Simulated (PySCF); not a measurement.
Each radical below is made from `C=CC#N` by taking away one hydrogen atom. Level: UKS B3LYP (IGLO-III on C N, pcH-1 on H) in PySCF, non-relativistic with spin–orbit coupling as a perturbation, on PBE0-D3(BJ)/def2-SVP geometries; isolated species, one conformer each; SCF stability not tested. Other sites of the parent may be missing.

Question: Order them by electronic energy, lowest first. The order is also that of the X–H bond strengths in the parent, weakest first, since parent and H atom are common to all (zero-point and thermal terms aside).
A. `C=[C]C#N` [radical], H removed from sp2 C
B. `[H]/[C]=C\C#N` [radical], H removed from sp2 C

Answer: A (0.0 kcal/mol), B (10.1 kcal/mol).

Question: Give g, the main spin site and the couplings of 0.05 mT or more for each.

Answer: The largest splittings at natural abundance are C=[C]C#N 5.19 mT (2 × 1H); [H]/[C]=C\C#N 3.75 mT (1 × 1H).

| species | ΔE (kcal/mol) | g_iso | largest spin population on | Mulliken population | largest couplings (five at most) |
| --- | --- | --- | --- | --- | --- |
| C=[C]C#N | 0.0 | 2.0023 | carbon bonded to 2 C | 0.79 | 2 × 1H (on C, 2 bonds from a main spin site, on an atom of spin population -0.17) 5.19 mT; 1 × 14N (a main spin site) 0.42 mT |
| [H]/[C]=C\C#N | 10.1 | 2.0023 | carbon bonded to C and H | 1.06 | 1 × 1H (on C, 2 bonds from the main spin site, on an atom of spin population -0.14) 3.75 mT; 1 × 1H (on C, 1 bond from the main spin site) 1.67 mT |

In the lowest, C=[C]C#N, the largest spin population is 0.79; in the highest, [H]/[C]=C\C#N, it is 1.06. Couplings are magnitudes for isotopes of over 50 % abundance, averaged over nuclei equivalent by connectivity (but not across a short bond from an atom whose three angles sum to over 350°). A main spin site holds 60 % or more of the largest population.
